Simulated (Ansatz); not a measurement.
Input file:

```yaml
crystal:
  periodic: [false, false, false]
  atoms:
    - {symbol: F, position_ang: [0.000000, 0.000000, 0.000000]}
    - {symbol: Mg, position_ang: [0.000000, 0.000000, 1.599000]}
basis:
  gaussian: {orbitals: 6-31G}
magnetization: {spin_polarized: true, initial_magnetization: 1}
hamiltonian: {xc: hf}
output: {orbitals: {seedname: orbitals}}
```

```sh
$ ansatz run in.yaml --threads 1 --pin off --events-out ev --progress --plain --max-ram 2393MiB
```

Log:

```
213 factors; integrals over basis functions are off by at most 2.4e-4 eV
mean field evaluation 1: about -8135.1514 eV, gradient 2.3e1 eV
mean field evaluation 2: about -8135.1765 eV, gradient 2.3e1 eV
mean field evaluation 4: about -8137.4059 eV, gradient 1.6e0 eV
mean field evaluation 8: about -8137.4683 eV, gradient 5.6e-4 eV
mean field -8137.46834673 eV, -299.0464459681 hartree, gradient 3.7e-5 eV, S^2 0.750793; 0 other end points of the search recorded, 0 dependent functions left out
reference -8137.46834673 eV, -299.0464459681 hartree; 11, 10 occupied and 11, 12 virtual orbitals, 213 factors
Total energy: -8137.46834673 eV, -299.0464459681 hartree
```

Ran on 1 thread of INTEL XEON PLATINUM 8581C, shared host: 0.09 s wall, 0.08 GiB peak host memory.
